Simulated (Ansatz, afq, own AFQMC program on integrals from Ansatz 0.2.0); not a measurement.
**BNH, quartet in cc-pVDZ, levels against CCSDTQ**

```json
{"atom": "B", "x (Å)": "0.0000", "y (Å)": "0.0000", "z (Å)": "0.0439"}
{"atom": "N", "x (Å)": "0.0000", "y (Å)": "0.0000", "z (Å)": "-1.2617"}
{"atom": "H", "x (Å)": "0.0000", "y (Å)": "0.0000", "z (Å)": "1.2178"}
```

Connectivity, by distances: BH–N.

Basis cc-pVDZ. Noble-gas cores (and the filled d shells of Ga–Kr and In–Xe) are frozen. Ansatz 0.2.0 and our own AFQMC program on the same integrals; the CISD trial comes from CCSD amplitudes, and released means the phaseless constraint is let go. ± is one standard error of the sampling.

Determinant: UHF, the one that the program's search chose, which needn't be the lowest solution. The geometry is a PBE0/def2-TZVP stationary point of this or a neighbouring charge and spin state.

No full CI on the walks' own integrals is used here; CCSDTQ serves as the reference and is uncertain by about the last step of the cluster series.

Cautions: another spin lies lower (by 5.25 eV).

* T1 diagnostic: 0.0133
* weight of the determinant in the CISD state: 0.924
* ⟨S²⟩ of the determinant: 3.775
* size of the correlated space: 9 electrons in 31 orbitals

Reference: CCSDTQ, correlation energy -4.955 eV. The released energy is read at 2.40 1/Eh (meV from the phaseless value at times in 1/Eh: -2.4 ± 1.2 at 0.24, -4.4 ± 1.5 at 0.51, -6.3 ± 1.7 at 0.99, -7.2 ± 1.8 at 1.62, -6.1 ± 1.3 at 2.40).

```csv
level,E − E(reference) (kJ/mol),share of correlation (%)
HF,478.1,0.00
MP2,90.9,80.98
CCSD,11.0,97.70
CCSD(T),2.4,99.50
CCSDT,0.5,99.89
CCSDT(Q),0.1,99.99
ph-AFQMC/CISD,0.7 ± 0.3,99.86
released AFQMC,0.1 ± 0.1,99.99
```

CCSDT and higher add their correlation energy to the determinant of the CCSD(T) run, since their own runs factorise the integrals more tightly (a shift of under 2 meV). A walk keeps the symmetry of its determinant, which the program's search chose and which needn't be the lowest solution, so a lower state of the same spin and another symmetry isn't excluded. Released energies are given only where the last usable release times agree within the noise; a slower fall can still hide under it.
